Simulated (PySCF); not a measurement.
**Field gradients at the hydrogen positions**

C4H7FO.
Geometry (GFN2-xTB, Å), atoms numbered from 1 in this order:
```xyz
13
C4H7FO angstrom
C     -1.7783    0.0401    0.2025
C     -0.4195   -0.4951   -0.2299
C      0.7176    0.4320    0.2074
F      0.8194    0.4496    1.5829
C      2.0438   -0.0026   -0.3711
O      2.2582   -0.1437   -1.5396
H     -2.5607   -0.6644   -0.0674
H     -1.7999    0.1857    1.2800
H     -1.9870    0.9920   -0.2811
H     -0.2479   -1.4790    0.2112
H     -0.3684   -0.5887   -1.3156
H      0.5061    1.4666   -0.0980
H      2.8120   -0.1920    0.4009
```

Level: PBE0/pcSseg-1 (PySCF, non-relativistic); Q(2H) = 0.00286 b; rigid geometry, the same for H and D, with no vibrational averaging.

Problem. Rank these positions by the coupling χzz of a deuteron there, largest first.
A. H10 (methylene hydrogen)
B. H9 (methyl hydrogen)
C. H13 (formyl hydrogen)
D. H12 (methine hydrogen)

Solution. B (211 kHz), A (203 kHz), D (188 kHz), C (182 kHz).

Problem. What are Vzz, η and χzz (234.96 MHz × Q × Vzz) at all hydrogens?

Solution. 
```json
{"atom": "H7", "bonded to": "C1", "bond length (Å)": "1.087", "Vzz (au)": "0.3165", "η": "0.02", "χzz (kHz)": "213"}
{"atom": "H8", "bonded to": "C1", "bond length (Å)": "1.088", "Vzz (au)": "0.3115", "η": "0.02", "χzz (kHz)": "209"}
{"atom": "H9", "bonded to": "C1", "bond length (Å)": "1.088", "Vzz (au)": "0.3137", "η": "0.03", "χzz (kHz)": "211"}
{"atom": "H10", "bonded to": "C2", "bond length (Å)": "1.092", "Vzz (au)": "0.3015", "η": "0.04", "χzz (kHz)": "203"}
{"atom": "H11", "bonded to": "C2", "bond length (Å)": "1.091", "Vzz (au)": "0.2998", "η": "0.03", "χzz (kHz)": "201"}
{"atom": "H12", "bonded to": "C3", "bond length (Å)": "1.099", "Vzz (au)": "0.2793", "η": "0.06", "χzz (kHz)": "188"}
{"atom": "H13", "bonded to": "C5", "bond length (Å)": "1.105", "Vzz (au)": "0.2710", "η": "0.00", "χzz (kHz)": "182"}
```

Problem. How does χzz go with the bond length over the 7 C–H bonds?

Solution. A straight-line fit has a slope of -16.7 kHz for each 0.01 Å, with a correlation coefficient of -0.99, over lengths from 1.087 to 1.105 Å. The longer bonds have the smaller couplings here.

Problem. A static deuteron (I = 1) shows a doublet split by (3/2)χ, (3/4)χ(1 + η) and (3/4)χ(1 − η) with the field along z, y and x of the gradient. What are these for H9?

Solution. With |χ| = 210.8 kHz and η = 0.029: 316, 163 and 154 kHz, to first order and without motion.

Isolated species at its GFN2-xTB geometry (one conformer only). GFN2-xTB bond lengths can be off by several hundredths of an ångström, more for odd bonds, and the gradients follow them. A larger basis could move these couplings by a tenth or more.
